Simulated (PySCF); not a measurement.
Isomers of C7H5N, mass 103.042 u with the commonest isotopes. Theory: PBE0-D3(BJ)/def2-SVP geometry optimisation, gas phase (PySCF). One conformer each, none proved a minimum here; rigid rotors.

**Question.** Order these by radius of gyration √(Σ m r²/M), largest first.
A. `N#Cc1ccccc1`
B. `C(C#CCC#N)#CC`
C. `[CH:1]#[C:2]/[CH:3]=[C:4](/[C:5]#[N:6])[CH:7]=[CH2:8]` with C3–C4–C7–C8 180°

**Answer.** B (2.911 Å), C (2.219 Å), A (2.010 Å).

**Question.** Order these by rotational constant B, largest first.
A. `N#Cc1ccccc1`
B. `[CH:1]#[C:2]/[CH:3]=[C:4](/[C:5]#[N:6])[CH:7]=[CH2:8]` with C3–C4–C7–C8 180°
C. `CC#CC#CCC#N`

**Answer.** A (1546 MHz), B (1365 MHz), C (613.0 MHz).

**Question.** Order these by dipole moment, smallest first.
A. `C#CC1=CC=NC=C1` (4-ethynylpyridine)
B. `[CH:1]#[C:2]/[CH:3]=[C:4](/[C:5]#[N:6])[CH:7]=[CH2:8]` with C3–C4–C7–C8 180°
C. `N#Cc1ccccc1`
D. `CC#CC#CCC#N`

**Answer.** A (1.95 D), B (3.80 D), D (4.26 D), C (4.46 D).

```tsv
SMILES	point group	Ia (u·Å²)	Ib (u·Å²)	Ic (u·Å²)	κ	μa (D)	μb (D)	μc (D)
N#Cc1ccccc1	C2v	89.31	326.85	416.17	-0.85	4.46	0.00	0.00
C#Cc1ccncc1	C2v	83.67	331.50	415.17	-0.87	1.95	0.00	0.00
CC#CC#CCC#N	Cs	51.78	824.50	869.93	-0.99	3.33	2.66	0.00
C#C/C=C(/C#N)C=C	Cs	136.99	370.18	507.17	-0.73	3.26	1.97	0.00
```
